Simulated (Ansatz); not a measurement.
## C4H6: state-averaged CASSCF

Program: Ansatz, Gaussian basis, development build. State-averaged CASSCF with equal weights; occupations are averaged over the states; levels count from the state that is lowest in CASSCF. CASSCF levels without dynamic correlation can be off by over 1 eV. Solutions may break the symmetry of the shape. No proof that the lowest CASSCF solution was found.

Geometry:

```xyz
10

C     0.6057    1.7466    0.0000
C     0.6057    0.4041    0.0000
C    -0.6057   -0.4041    0.0000
C    -0.6057   -1.7466    0.0000
H     1.5276    2.3174    0.0000
H    -0.3211    2.3131    0.0000
H     1.5535   -0.1336    0.0000
H    -1.5535    0.1336    0.0000
H     0.3211   -2.3131    0.0000
H    -1.5276   -2.3174    0.0000
```

Basis cc-pVTZ, nonrelativistic, 4 orbitals frozen in the corrections; active space CAS(4,4). Averaged: 1 singlet, 1 triplet.

Question: Give the levels in order, with their spins.

Answer: 

```json
{"state": "singlet", "CASSCF (eV)": "0.000"}
{"state": "triplet", "CASSCF (eV)": "3.330"}
```

Occupations: 1.90, 1.47, 0.54, 0.10.
